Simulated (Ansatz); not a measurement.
# B–GaH–Cl, quintet in cc-pVDZ: errors against UCCSDT(Q)

Geometry: that of the B–GaH–Cl, triplet, kept fixed. The triplet lies 3.8 eV lower here.

```xyz
4

B     0.0000   -1.3720    1.7116
Ga    0.0000    0.2888    0.5213
Cl    0.0000   -0.2003   -1.5744
H     0.0000    1.7813    0.9570
```

Basis cc-pVDZ; Ansatz 0.2.0. Correlated methods freeze the noble-gas cores and the filled d shells of p-block atoms, which leaves 14 electrons in 44 orbitals. R marks a restricted (for open shells ROHF) determinant, U an unrestricted one. No spin–orbit coupling is included, and no scalar relativity.

Full CI isn't at hand for all of this; UCCSDT(Q) serves as the reference, and is uncertain by the last step of the cluster series or more. The frozen core follows each run's orbitals, which can shift R against U totals by a few meV for light atoms and by up to 0.1 eV past Ca.

* UHF ⟨S²⟩: 6.011
* T1 diagnostic (RCCSD): 0.0448
* largest doubles amplitude (RCCSD): 0.044
* T1 diagnostic (UCCSD): 0.0382

| level | E − E(UCCSDT(Q)) (kJ/mol) | wall time |
| --- | --- | --- |
| UHF | 649.0 | – |
| UMP2 | 111.2 | – |
| UCCSD | 25.5 | – |
| UCCSD(T) | 7.6 | 47 s |
| UCCSDT | 2.2 | – |

Run but not shown, since their state, orbitals or frozen core can't be matched to the reference's or they repeat it: RHF, RMP2, RCCSD, RCCSD(T), BCCD(T), RCCSDT, RCCSDT(Q).

Times hold each run's SCF and search for its determinant on a shared host, so for small cases they say little of a method's own cost; they ran on 1 thread of Arm Neoverse V1. Some runs computed forces too.
